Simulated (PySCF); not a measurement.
## Name the molecule from its bond curve

A diatomic of charge 0 contains B. Its quartet curve at PBE0 in a triple-zeta basis (no relativity, PySCF), in eV from the separated fragments:

```json
{"R (Å)": "1.643", "E (eV)": "-2.651"}
{"R (Å)": "1.719", "E (eV)": "-3.157"}
{"R (Å)": "1.795", "E (eV)": "-3.436"}
{"R (Å)": "1.853", "E (eV)": "-3.533"}
{"R (Å)": "1.910", "E (eV)": "-3.558"}
{"R (Å)": "1.967", "E (eV)": "-3.527"}
{"R (Å)": "2.044", "E (eV)": "-3.423"}
{"R (Å)": "2.139", "E (eV)": "-3.227"}
{"R (Å)": "2.254", "E (eV)": "-2.939"}
{"R (Å)": "2.407", "E (eV)": "-2.527"}
```

The fit gives ωe = 772 cm⁻¹ and the rotational constant Bₑ = 0.5883 cm⁻¹.

Q: Which atom is the partner?

A: The minimum lies at 1.904 Å, so the reduced mass is 16.8576 u Å² cm⁻¹/(Bₑ·Re²) = 7.904 u. With B at 11.01 u the partner weighs about 28.0 u: Si. The molecule is SiB.

The state was picked by a PBE0 search and need not be the measured ground state.
